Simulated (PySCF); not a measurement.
Energy of F (fluorine, neutral) between two integer charges

The 2p beta orbital of [He] 2s2 2p5 is emptied in steps (occupation f), with all orbitals relaxed, ending at [He] 2s2 2p4. Calculation: PySCF 2.14, in aug-cc-pVTZ (5s4p3d2f, 46 functions); no relativity, point nucleus. The exact energy is a straight line in f; departures are measured from the line between the end points of the same method.

```tsv
f	UHF (eV)	LDA (eV)	PBE (eV)	PBE0 (eV)	r2SCAN (eV)	LC-wPBE (eV)	BHandHLYP (eV)	wB97X (eV)	TPSS (eV)	M06-2X (eV)
1	0.000	0.000	0.000	0.000	0.000	0.000	0.000	0.000	0.000	0.000
0.75	0.497	-1.443	-1.392	-0.924	-1.265	-0.418	-0.470	-0.436	-1.311	-0.520
0.5	0.622	-1.944	-1.866	-1.236	-1.672	-0.558	-0.642	-0.582	-1.749	-0.716
0.25	0.440	-1.469	-1.400	-0.926	-1.229	-0.413	-0.493	-0.431	-1.306	-0.538
0	0.000	0.000	0.000	0.000	0.000	0.000	0.000	0.000	0.000	0.000
```

```csv
method,E(f=0) − E(f=1) (eV),−ε at f=1 (eV),−ε at f=0.5 (eV)
UHF,15.674,18.512,15.522
LDA,17.972,10.378,17.901
PBE,17.668,10.311,17.646
PBE0,17.460,12.574,17.453
r2SCAN,17.560,10.803,17.651
LC-wPBE,17.771,15.573,17.781
BHandHLYP,17.323,14.889,17.264
wB97X,17.453,15.163,17.463
TPSS,17.439,10.486,17.450
M06-2X,17.564,14.896,17.493
```

Orbital energy along the path (eV):

```json
{"f": "1", "UHF": "-18.512", "LDA": "-10.378", "PBE": "-10.311", "PBE0": "-12.574", "r2SCAN": "-10.803", "LC-wPBE": "-15.573", "BHandHLYP": "-14.889", "wB97X": "-15.163", "TPSS": "-10.486", "M06-2X": "-14.896"}
{"f": "0.75", "UHF": "-16.867", "LDA": "-14.056", "PBE": "-13.914", "PBE0": "-14.975", "r2SCAN": "-14.212", "LC-wPBE": "-16.643", "BHandHLYP": "-16.019", "wB97X": "-16.275", "TPSS": "-13.927", "M06-2X": "-16.103"}
{"f": "0.5", "UHF": "-15.522", "LDA": "-17.901", "PBE": "-17.646", "PBE0": "-17.453", "r2SCAN": "-17.651", "LC-wPBE": "-17.781", "BHandHLYP": "-17.264", "wB97X": "-17.463", "TPSS": "-17.450", "M06-2X": "-17.493"}
{"f": "0.25", "UHF": "-14.402", "LDA": "-21.854", "PBE": "-21.416", "PBE0": "-19.945", "r2SCAN": "-20.968", "LC-wPBE": "-18.908", "BHandHLYP": "-18.594", "wB97X": "-18.644", "TPSS": "-20.959", "M06-2X": "-19.065"}
{"f": "0", "UHF": "-13.455", "LDA": "-25.841", "PBE": "-25.084", "PBE0": "-22.360", "r2SCAN": "-23.905", "LC-wPBE": "-19.914", "BHandHLYP": "-20.007", "wB97X": "-19.657", "TPSS": "-24.340", "M06-2X": "-20.223"}
```

Reference removal energy between the ground levels: 17.423 eV (measured; NIST Atomic Spectra Database, ionization energies). The calculation has no spin-orbit coupling. UHF lacks correlation.
